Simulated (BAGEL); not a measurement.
**N2H3 (hydrazinyl radical) at FCI/STO-3G (density fitting with cc-pvqz-jkfit)**

Aim: the vertical ionisation energy of N2H3 (hydrazinyl radical) at FCI/STO-3G (density fitting with cc-pvqz-jkfit), from 2 runs. 

Program for the calculation: BAGEL 1.2.2.

1 further run of the same task is left out (set aside as unsound or not needed). Runs told in other sessions of the task aren't counted.

**1. The system as given**

The species is N2H3 (5 atoms), meant as a doublet with charge 0. As SMILES, `[NH]N`. The shape is that of a PBE0-D4/def2-TZVP optimisation. This is one conformer, not always the lowest.

Bond lengths: N1–N2 1.338 Å, N1–H3 1.021 Å, N2–H4 1.008 Å, N2–H5 1.012 Å. Angles: N1–N2–H4 113.9°, N1–N2–H5 120.9°, N2–N1–H3 106.1°, H4–N2–H5 114.6°.

**2. The energy at FCI/STO-3G (density fitting with cc-pvqz-jkfit)**

File input.json:

```json
{ "bagel" : [

{
  "title" : "molecule",
  "basis" : "sto-3g",
  "df_basis" : "cc-pvqz-jkfit",
  "angstrom" : true,
  "geometry" : [
    { "atom" : "N", "xyz" : [      -0.187600,      -0.818050,       0.454040 ] },
    { "atom" : "N", "xyz" : [      -0.128660,       0.235610,      -0.368450 ] },
    { "atom" : "H", "xyz" : [       0.759840,      -0.951450,       0.811270 ] },
    { "atom" : "H", "xyz" : [      -1.030950,       0.592300,      -0.640030 ] },
    { "atom" : "H", "xyz" : [       0.587360,       0.941580,      -0.256830 ] }
  ]
},

{ "title" : "hf", "charge" : 1 },

{ "title" : "fci", "nstate" : 1, "ncore" : 2, "nspin" : 1 }

]}
```

Run with:

```console
BAGEL_NUM_THREADS=1 BAGEL input.json > input.out
```

The log of the run:

```text
* using 1 threads per process

  ===============================================================
  ===============================================================

  *** Geometry ***

  { "atom" : "N", "xyz" : [     -0.354513,     -1.545890,      0.858011 ] },
  { "atom" : "N", "xyz" : [     -0.243132,      0.445238,     -0.696270 ] },
  { "atom" : "H", "xyz" : [      1.435889,     -1.797980,      1.533078 ] },
  { "atom" : "H", "xyz" : [     -1.948213,      1.119285,     -1.209481 ] },
  { "atom" : "H", "xyz" : [      1.109950,      1.779328,     -0.485338 ] },

  Number of auxiliary basis functions:      365

  Since a DF basis is specified, we compute 2- and 3-index integrals:
    o Being stored without compression. Storage requirement is 0.000 GB

  Number of basis functions:       13
  Number of electrons      :       17

    * METHOD: MOLECULE                             0.06

  *** RHF ***

  === Nuclear Repulsion ===
    36.7279946837

      * DIIS with orbital gradients will be used.

  === RHF iteration (sto-3g) ===
      0       -108.85614722          0.03010768           0.00
      1       -108.88556150          0.01799333           0.00
      2       -108.89725280          0.00298864           0.00
[... 10 lines of this table left out ...]
     13       -108.89843551          0.00000001           0.00
    * SCF iteration converged.

    * Permanent dipole moment:
           (   -0.573420,    -0.739208,    -0.075251) a.u.

    * METHOD: HF                                   0.04

  ---------------------------
        FCI calculation
  ---------------------------

  Performs exactly the same way as Knowles & Handy 1984 CPL

  o alpha-beta strings
      length:           792
  o size of the space
      determinant space:  152460
      spin-adapted space: 76230

  o single displacement lists (alpha)
      length:         11550
  o single displacement lists (beta)
      length:         16632

     guess   0:   closed 111111.....          open ......1....

  === FCI iteration ===

      0  0      -109.08975951     1.35e-03      0.14
      1  0      -109.22642433     5.94e-04      0.15
      2  0      -109.24745771     2.21e-04      0.14
[... 16 lines of this table left out ...]
     19  0      -109.25020936     1.56e-10      0.14
    ** throwing out 1 trial vectors **
     20  0 *    -109.25020936     6.88e-11      0.14

     * ci vector, state   0, <S^2> = 0.7500
       222222a....     0.9458724060
       2222a22....     0.0953336835
       2a2222a.b..    -0.0591815018
       22222aa...b    -0.0566446330
       22a222ab...    -0.0535528255

    * METHOD: FCI                                  3.06

  ===============================================================
```

Wall time 3.3 s (1 thread of Arm Neoverse V2, shared host); peak memory 0.25 GiB.

**3. The singlet cation, same level**

File calc.json:

```json
{ "bagel": [

{
  "title": "molecule",
  "basis": "sto-3g",
  "df_basis": "cc-pvqz-jkfit",
  "angstrom": true,
  "geometry": [
    { "atom": "N", "xyz": [   -0.187600,   -0.818050,    0.454040 ] },
    { "atom": "N", "xyz": [   -0.128660,    0.235610,   -0.368450 ] },
    { "atom": "H", "xyz": [    0.759840,   -0.951450,    0.811270 ] },
    { "atom": "H", "xyz": [   -1.030950,    0.592300,   -0.640030 ] },
    { "atom": "H", "xyz": [    0.587360,    0.941580,   -0.256830 ] }
  ]
},
{ "title": "hf", "charge": 1 },
{ "title": "fci", "nstate": 1, "charge": 1, "ncore": 2 }

]}
```

Run with:

```console
BAGEL_NUM_THREADS=1 BAGEL calc.json > calc.out
```

The log of the run:

```text
* using 1 threads per process

  ===============================================================
  ===============================================================

  *** Geometry ***

  { "atom" : "N", "xyz" : [     -0.354513,     -1.545890,      0.858011 ] },
  { "atom" : "N", "xyz" : [     -0.243132,      0.445238,     -0.696270 ] },
  { "atom" : "H", "xyz" : [      1.435889,     -1.797980,      1.533078 ] },
  { "atom" : "H", "xyz" : [     -1.948213,      1.119285,     -1.209481 ] },
  { "atom" : "H", "xyz" : [      1.109950,      1.779328,     -0.485338 ] },

  Number of auxiliary basis functions:      365

  Since a DF basis is specified, we compute 2- and 3-index integrals:
    o Being stored without compression. Storage requirement is 0.000 GB

  Number of basis functions:       13
  Number of electrons      :       17

    * METHOD: MOLECULE                             0.07

  *** RHF ***

  === Nuclear Repulsion ===
    36.7279946837

      * DIIS with orbital gradients will be used.

  === RHF iteration (sto-3g) ===
      0       -108.85614722          0.03010768           0.00
      1       -108.88556150          0.01799333           0.00
      2       -108.89725280          0.00298864           0.00
[... 10 lines of this table left out ...]
     13       -108.89843551          0.00000001           0.00
    * SCF iteration converged.

    * Permanent dipole moment:
           (   -0.573420,    -0.739208,    -0.075251) a.u.

    * METHOD: HF                                   0.04

  ---------------------------
        FCI calculation
  ---------------------------

  Performs exactly the same way as Knowles & Handy 1984 CPL

  o alpha-beta strings
      length:           924
  o size of the space
      determinant space:  213444
      spin-adapted space: 60984

  o single displacement lists (alpha)
      length:         16632
  o single displacement lists (beta)
      length:         16632

     guess   0:   closed 111111.....          open ...........

  === FCI iteration ===

      0  0      -108.89843551     1.19e-03      0.24
      1  0      -109.03447493     5.85e-04      0.23
      2  0      -109.06239511     2.77e-04      0.23
[... 16 lines of this table left out ...]
     19  0      -109.07012009     2.25e-10      0.23
    ** throwing out 1 trial vectors **
     20  0 *    -109.07012009     9.16e-11      0.22

     * ci vector, state   0, <S^2> = -0.0000
       222222.....    -0.9315117436
       2222.22....     0.1873697661
       2222a2b....     0.0797088296
       2222b2a....     0.0797088296
       22222.2....     0.0782961991
       2222ab2....    -0.0608970818
       2222ba2....    -0.0608970818

    * METHOD: FCI                                  4.93

  ===============================================================
```

Run time: 5.4 s. Hardware: 1 thread of Arm Neoverse V2, shared host; peak memory 0.33 GiB.

**4. Outcome**

At FCI/STO-3G (density fitting with cc-pvqz-jkfit), 2 core orbitals frozen:

```
                                          quantity          value
                        doublet N2H3: total energy  -109.25021 Eh
                      singlet cation: total energy  -109.07012 Eh
vertical ionisation energy (to the singlet cation)       4.900 eV
```

What this shows: Removing an electron at fixed nuclei costs 4.90 eV (473 kJ/mol). Only the singlet of the ionised species was computed; a triplet could lie lower. In a minimal basis such a difference can be off by several eV, whatever the method.
